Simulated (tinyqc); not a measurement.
Inside a calculation. Method: ROHF in the sto-6g basis, for NH, spin multiplicity 3. One step of it, computed by the program tinyqc.

Task: Iteration 2: building the Fock matrix. J_ij = sum D_kl (ij|kl) with D = D(alpha) + D(beta), K_ij = sum D_kl (ik|jl) for each spin; F = H + J - K(s); E = tr D H + tr D J / 2 - 0.5 sum_s tr D(s) K(s) + E_nn.

D(alpha) after iteration 1, order 1N 1s, 1N 2s, 1N 2px, 1N 2py, 1N 2pz, 2H 1s:
```
[[1.056288, -0.246052, 0.000000, 0.000000, -0.002753, 0.010830],
 [-0.246052, 1.074303, 0.000000, 0.000000, 0.010202, -0.040070],
 [0.000000, 0.000000, 1.000000, 0.000000, 0.000000, 0.000000],
 [0.000000, 0.000000, 0.000000, 1.000000, 0.000000, 0.000000],
 [-0.002753, 0.010202, 0.000000, 0.000000, 1.000178, -0.000541],
 [0.010830, -0.040070, 0.000000, 0.000000, -0.000541, 0.001497]]
```

D(beta) after iteration 1, order 1N 1s, 1N 2s, 1N 2px, 1N 2py, 1N 2pz, 2H 1s:
```
[[1.055892, -0.244216, 0.000000, 0.000000, 0.017102, 0.010758],
 [-0.244216, 1.065799, 0.000000, 0.000000, -0.081733, -0.039738],
 [0.000000, 0.000000, 0.014694, -0.120325, 0.000000, 0.000000],
 [0.000000, 0.000000, -0.120325, 0.985306, 0.000000, 0.000000],
 [0.017102, -0.081733, 0.000000, 0.000000, 0.006270, 0.003045],
 [0.010758, -0.039738, 0.000000, 0.000000, 0.003045, 0.001484]]
```

core Hamiltonian H = T + V (hartree), order 1N 1s, 1N 2s, 1N 2px, 1N 2py, 1N 2pz, 2H 1s:
```
[[-24.788213, -5.406359, 0.000000, 0.000000, -0.007560, -0.457625],
 [-5.406359, -6.542992, 0.000000, 0.000000, -0.090366, -1.250071],
 [0.000000, 0.000000, -5.257757, 0.000000, 0.000000, 0.000000],
 [0.000000, 0.000000, 0.000000, -5.257757, 0.000000, 0.000000],
 [-0.007560, -0.090366, 0.000000, 0.000000, -5.307378, -1.117680],
 [-0.457625, -1.250071, 0.000000, 0.000000, -1.117680, -2.919520]]
```

Two-electron integrals (ij|kl) in chemists' order, unique and non-zero (hartree):
```
(11|11) 4.168742   (21|11) 0.583648   (21|21) 0.104114   (22|11) 0.968487
(22|21) 0.214450   (22|22) 0.708398   (31|31) 0.022075   (32|31) 0.033611
(32|32) 0.156576   (33|11) 0.968488   (33|21) 0.214450   (33|22) 0.708398
(33|33) 0.763241   (41|41) 0.022075   (42|41) 0.033611   (42|42) 0.156576
(43|43) 0.041133   (44|11) 0.968488   (44|21) 0.214450   (44|22) 0.708398
(44|33) 0.680975   (44|44) 0.763241   (51|51) 0.022075   (52|51) 0.033611
(52|52) 0.156576   (53|53) 0.041133   (54|54) 0.041133   (55|11) 0.968488
(55|21) 0.214450   (55|22) 0.708398   (55|33) 0.680975   (55|44) 0.680975
(55|55) 0.763241   (61|11) 0.051885   (61|21) 0.008891   (61|22) 0.017985
(61|33) 0.017937   (61|44) 0.017937   (61|51) 0.000499   (61|52) 0.000990
(61|55) 0.018079   (61|61) 0.000777   (62|11) 0.156470   (62|21) 0.035272
(62|22) 0.132757   (62|33) 0.129913   (62|44) 0.129913   (62|51) 0.003153
(62|52) 0.025212   (62|55) 0.138444   (62|61) 0.003069   (62|62) 0.035427
(63|31) 0.003394   (63|32) 0.020230   (63|53) 0.004796   (63|63) 0.004052
(64|41) 0.003394   (64|42) 0.020230   (64|54) 0.004796   (64|64) 0.004052
(65|11) 0.138711   (65|21) 0.031638   (65|22) 0.126216   (65|33) 0.120640
(65|44) 0.120640   (65|51) 0.005721   (65|52) 0.041588   (65|55) 0.137367
(65|61) 0.002849   (65|62) 0.040279   (65|65) 0.049039   (66|11) 0.349707
(66|21) 0.080170   (66|22) 0.345114   (66|33) 0.331944   (66|44) 0.331944
(66|51) 0.007303   (66|52) 0.082573   (66|55) 0.371455   (66|61) 0.007000
(66|62) 0.129001   (66|65) 0.162824   (66|66) 0.774999
```

nuclear repulsion = 2.45802288 hartree

Give: Coulomb J; exchange K(alpha); exchange K(beta); F(alpha); F(beta); total energy of this density.

Result:

Coulomb J (hartree), order 1N 1s, 1N 2s, 1N 2px, 1N 2py, 1N 2pz, 2H 1s:
```
[[14.1647, 2.4440, 0.0000, 0.0000, -0.0046, 0.2108],
 [2.4440, 6.1708, 0.0000, 0.0000, -0.0250, 1.1006],
 [0.0000, 0.0000, 6.1448, -0.0099, 0.0000, 0.0000],
 [0.0000, 0.0000, -0.0099, 6.2246, 0.0000, 0.0000],
 [-0.0046, -0.0250, 0.0000, 0.0000, 6.1430, 1.0209],
 [0.2108, 1.1006, 0.0000, 0.0000, 1.0209, 2.7395]]
```

exchange K(alpha) (hartree), order 1N 1s, 1N 2s, 1N 2px, 1N 2py, 1N 2pz, 2H 1s:
```
[[4.2947, 0.6835, 0.0000, 0.0000, 0.0000, 0.0650],
 [0.6835, 1.2254, 0.0000, 0.0000, 0.0024, 0.2082],
 [0.0000, 0.0000, 1.0190, 0.0000, 0.0000, 0.0000],
 [0.0000, 0.0000, 0.0000, 1.0190, 0.0000, 0.0000],
 [0.0000, 0.0024, 0.0000, 0.0000, 1.0173, 0.1706],
 [0.0650, 0.2082, 0.0000, 0.0000, 0.1706, 0.0861]]
```

exchange K(beta) (hartree), order 1N 1s, 1N 2s, 1N 2px, 1N 2py, 1N 2pz, 2H 1s:
```
[[4.2503, 0.6164, 0.0000, 0.0000, -0.0031, 0.0555],
 [0.6164, 0.9082, 0.0000, 0.0000, -0.0715, 0.1329],
 [0.0000, 0.0000, 0.2243, -0.0869, 0.0000, 0.0000],
 [0.0000, 0.0000, -0.0869, 0.9252, 0.0000, 0.0000],
 [-0.0031, -0.0715, 0.0000, 0.0000, 0.2174, 0.0145],
 [0.0555, 0.1329, 0.0000, 0.0000, 0.0145, 0.0270]]
```

F(alpha) (hartree), order 1N 1s, 1N 2s, 1N 2px, 1N 2py, 1N 2pz, 2H 1s:
```
[[-14.9182, -3.6459, 0.0000, 0.0000, -0.0122, -0.3118],
 [-3.6459, -1.5976, 0.0000, 0.0000, -0.1177, -0.3576],
 [0.0000, 0.0000, -0.1319, -0.0099, 0.0000, 0.0000],
 [0.0000, 0.0000, -0.0099, -0.0521, 0.0000, 0.0000],
 [-0.0122, -0.1177, 0.0000, 0.0000, -0.1818, -0.2673],
 [-0.3118, -0.3576, 0.0000, 0.0000, -0.2673, -0.2661]]
```

F(beta) (hartree), order 1N 1s, 1N 2s, 1N 2px, 1N 2py, 1N 2pz, 2H 1s:
```
[[-14.8738, -3.5788, 0.0000, 0.0000, -0.0091, -0.3023],
 [-3.5788, -1.2804, 0.0000, 0.0000, -0.0438, -0.2823],
 [0.0000, 0.0000, 0.6628, 0.0770, 0.0000, 0.0000],
 [0.0000, 0.0000, 0.0770, 0.0417, 0.0000, 0.0000],
 [-0.0091, -0.0438, 0.0000, 0.0000, 0.6182, -0.1113],
 [-0.3023, -0.2823, 0.0000, 0.0000, -0.1113, -0.2070]]
```

total energy of this density = -54.184717 hartree
